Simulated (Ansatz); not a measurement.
Basis-set extrapolation for silicon tetrachloride (`Cl[Si](Cl)(Cl)Cl`) (PBE0-D4/def2-TZVP geometry, frozen core, the Gaussian-basis code of Ansatz). Multiplicity 1, RHF reference.

|  | def2-TZVPP | def2-QZVPP |
| --- | --- | --- |
| HF | -2127.210540 | -2127.270395 |
| MP2 correlation | -0.864166 | -0.953967 |
| CCSD(T) correlation | -0.964633 | not run |

Energies in hartree. Use E(X) = E(∞) + A·exp(−7.88·√X) for Hartree–Fock and E(X) = E(∞) + B·X^(−2.97) for correlation, with X = 3 and 4, and add CCSD(T) minus MP2 of the smaller set to the MP2 limit.

What is the CCSD(T) energy at the basis-set limit?

HF limit: -2127.270395 + (-0.059855) × 0.13774 = -2127.27864. MP2 limit: -0.953967 + (-0.089801) × 0.74074 = -1.02049. Higher-order term: -0.964633 − (-0.864166) = -0.10047. Total: -2128.39960 hartree, 6.11 eV below CCSD(T)/def2-TZVPP.
